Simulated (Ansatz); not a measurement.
# SiO2 (silicon dioxide molecule) at 6 levels

We compute a comparison of 6 runs (CAM-B3LYP/STO-3G, SVWN5/STO-3G, UB3LYP/STO-3G, r2SCAN0/STO-3G, BCCD(T)/STO-3G, CCSD(T)/STO-3G) of SiO2 (silicon dioxide molecule). 

The results are computed with Ansatz 0.2.0.

37 further runs of the same task are left out: 8 that didn't finish, 29 set aside as unsound or not needed.

### Step 1. The system as given

SiO2 has 3 atoms, charge 0, and is taken as a singlet. As SMILES, `O=[Si]=O`. The Si2–O1 distance was set to 1.864 Å, away from the relaxed value.

Bond lengths: O1–Si2 1.864 Å, Si2–O3 1.491 Å. Angles: O1–Si2–O3 179.9°.

### Step 2. A single-point energy at CAM-B3LYP/STO-3G (run 1)

File job.yaml:

```yaml
crystal:
  periodic: [false, false, false]
  atoms:
    - {symbol: O, position_ang: [0.864230, 1.521520, 0.642222]}
    - {symbol: Si, position_ang: [-0.000730, 0.000440, -0.000160]}
    - {symbol: O, position_ang: [-0.690510, -1.217740, -0.513580]}
basis:
  gaussian:
    orbitals: STO-3G
hamiltonian:
  xc: {name: CAM-B3LYP}
accuracy: high
```

Command:

```console
$ ansatz run job.yaml --threads 1 --pin off --max-ram 2610MiB --events-out events.jsonl --progress --plain --runs-dir runs
```

What it wrote:

```text
Warning: RAYON_NUM_THREADS=1 ignored (pool sized by the plan → 1); use --threads N
Functional definition: CAM-B3LYP
  name "CAM-B3LYP"
  parameter alpha = 0.19
  parameter beta = 0.46
  parameter omega = 0.33/bohr
  parameter ac = 0.81
  exchange = (1 - alpha - beta)*b88_x + beta*b88_x_sr(omega) + alpha*exact_x + beta*exact_x_lr(omega)
  correlation = (1 - ac)*vwn5_c + ac*lyp_c
320 factors; integrals over basis functions are off by at most 1.5e-8 eV
134 factors; integrals over basis functions are off by at most 1.5e-9 eV
mean field evaluation 1: about -11806.2827 eV, gradient 4.9e1 eV
mean field evaluation 2: about -11731.4426 eV, gradient 1.7e2 eV
mean field evaluation 4: about -11816.2103 eV, gradient 9.3e0 eV
mean field evaluation 8: about -11816.5158 eV, gradient 1.9e-1 eV
mean field evaluation 16: about -11816.5162 eV, gradient 7.1e-6 eV
mean field -11816.51616266 eV, -434.2489594555 hartree, gradient 8.4e-9 eV, S^2 0.000000; 0 other end points of the search recorded, 0 dependent functions left out
reference -11816.51617229 eV, -434.2489598091 hartree; 15, 15 occupied and 4, 4 virtual orbitals, 320 factors
Total energy: -11816.51617229 eV, -434.2489598091 hartree
```

It took 1.1 s on 1 thread of AMD EPYC 7R43 (Zen 3), shared host; peak memory 0.11 GiB.

### Step 3. The energy at SVWN5/STO-3G (run 2)

File molecule.yaml:

```yaml
crystal:
  periodic: [false, false, false]
  atoms:
    - symbol: O
      position_ang: [0.864230, 1.521520, 0.642222]
    - symbol: Si
      position_ang: [-0.000730, 0.000440, -0.000160]
    - symbol: O
      position_ang: [-0.690510, -1.217740, -0.513580]
basis:
  gaussian: {orbitals: STO-3G}
accuracy: high
hamiltonian: {xc: {name: SVWN5}}
```

Command:

```console
$ ansatz run molecule.yaml --threads 1 --pin off --max-ram 2610MiB --events-out events.jsonl --progress --plain --runs-dir runs
```

What it wrote:

```text
Warning: RAYON_NUM_THREADS=1 ignored (pool sized by the plan → 1); use --threads N
Functional definition: SVWN5
  name "SVWN5"
  exchange = slater_x
  correlation = vwn5_c
320 factors; integrals over basis functions are off by at most 1.5e-8 eV
mean field evaluation 1: about -11748.5618 eV, gradient 5.0e1 eV
mean field evaluation 2: about -11595.1520 eV, gradient 1.5e2 eV
mean field evaluation 4: about -11754.0632 eV, gradient 3.8e1 eV
mean field evaluation 8: about -11754.0318 eV, gradient 3.8e1 eV
mean field evaluation 16: about -11758.3663 eV, gradient 2.7e-8 eV
mean field -11758.36630141 eV, -432.1119914698 hartree, gradient 1.2e-8 eV, S^2 0.000000; 0 other end points of the search recorded, 0 dependent functions left out
reference -11758.36630257 eV, -432.1119915126 hartree; 15, 15 occupied and 4, 4 virtual orbitals, 320 factors
Total energy: -11758.36630257 eV, -432.1119915126 hartree
```

Run time: 0.67 s. Hardware: 1 thread of AMD EPYC 7R43 (Zen 3), shared host; peak memory 0.1 GiB.

### Step 4. A single-point energy at UB3LYP/STO-3G (run 3)

File in.yaml:

```yaml
crystal:
  periodic: [false, false, false]
  atoms:
    - {symbol: O, position_ang: [0.864230, 1.521520, 0.642222]}
    - {symbol: Si, position_ang: [-0.000730, 0.000440, -0.000160]}
    - {symbol: O, position_ang: [-0.690510, -1.217740, -0.513580]}
basis:
  gaussian:
    orbitals: STO-3G
magnetization:
  spin_polarized: true
accuracy: high
hamiltonian:
  xc: {name: B3LYP}
```

Command:

```console
$ ansatz run in.yaml --threads 1 --pin off --max-ram 2610MiB --events-out events.jsonl --progress --plain --runs-dir runs
```

What it wrote:

```text
Warning: RAYON_NUM_THREADS=1 ignored (pool sized by the plan → 1); use --threads N
Functional definition: B3LYP
  name "B3LYP"
  parameter a0 = 0.2
  parameter ax = 0.72
[... 1 set-up line as earlier in the session ...]
  exchange = (1 - a0 - ax)*slater_x + ax*b88_x + a0*exact_x
  correlation = (1 - ac)*vwn_rpa_c + ac*lyp_c
320 factors; integrals over basis functions are off by at most 1.5e-8 eV
mean field evaluation 1: about -11808.6427 eV, gradient 3.6e1 eV
mean field evaluation 2: about -11678.9027 eV, gradient 1.1e2 eV
mean field evaluation 4: about -11817.2599 eV, gradient 1.8e1 eV
mean field evaluation 8: about -11819.0803 eV, gradient 2.2e0 eV
mean field evaluation 16: about -11819.1004 eV, gradient 6.4e-5 eV
mean field -11819.10035986 eV, -434.3439269510 hartree, gradient 8.3e-8 eV, S^2 0.000000; 1 other end points of the search recorded, 0 dependent functions left out
reference -11819.10037964 eV, -434.3439276779 hartree; 15, 15 occupied and 4, 4 virtual orbitals, 320 factors
Total energy: -11819.10037964 eV, -434.3439276779 hartree
```

It took 1.6 s on 1 thread of AMD EPYC 7R43 (Zen 3), shared host; peak memory 0.14 GiB.

Runs 4 to 5 aren't shown in full; the table further down has their settings and results.

### Step 5. The energy at CCSD(T)/STO-3G (run 6)

File in.yaml:

```yaml
basis:
  gaussian:
    orbitals: STO-3G
crystal:
  periodic: [false, false, false]
  atoms:
    - {symbol: O, position_ang: [0.864230, 1.521520, 0.642222]}
    - {symbol: Si, position_ang: [-0.000730, 0.000440, -0.000160]}
    - {symbol: O, position_ang: [-0.690510, -1.217740, -0.513580]}
correlation:
  method: ccsd_t
  frozen_orbitals: {O: 1, Si: 5}
accuracy: high
scf:
  omitted_lower_state_checks: [cluster_reference, increment]
```

Command:

```console
$ ansatz run in.yaml --threads 1 --pin off --max-ram 2610MiB --events-out events.jsonl --progress --plain --runs-dir runs
```

What it wrote:

```text
Warning: RAYON_NUM_THREADS=1 ignored (pool sized by the plan → 1); use --threads N
[... 13 lines left out ...]
7 core orbitals not correlated: weight in the atoms' cores, before any rotation towards them, 1.000 or more for the frozen orbitals, at most 0.000 for the correlated occupied ones
[... 33 lines left out ...]
Total energy: -11791.41635941 eV, -433.3265586991 hartree
Checks for a lower state left out: cluster_reference, increment
```

It took 0.36 s on 1 thread of AMD EPYC 7R43 (Zen 3), shared host.

### Step 6. Overview of the runs

```csv
run,level,frozen core orbitals,energy (Eh),wall time
1,CAM-B3LYP/STO-3G,–,-434.248960,1.1 s
2,SVWN5/STO-3G,–,-432.111992,0.67 s
3,UB3LYP/STO-3G,–,-434.343928,1.6 s
4,r2SCAN0/STO-3G,–,-434.256157,2 s
5,BCCD(T)/STO-3G,7,-433.329596,0.42 s
6,CCSD(T)/STO-3G,7,-433.326559,0.36 s
```

### Step 7. What came out

| quantity | value |
| --- | --- |
| run 6: total energy | -433.32656 Eh |
| run 6: correlation energy (7 core orbitals frozen) | -217.4 mEh |
| run 6: (T) correction | -27.51 mEh |
| run 6: T1 diagnostic | 0.060 |

Totals of different functionals can't be ranked against each other. In run 6 the T1 diagnostic is large, so a single reference may not serve. In runs 5, 6 the log says that unrestricted orbitals would lower the reference, so the values rest on an unstable closed-shell determinant (other closed-shell runs at this shape may share the fault). In runs 1, 2, 3, 4, 5, 6 the basis is minimal, so the values are rough. All runs together took 6.2 s, the longest 2 s.
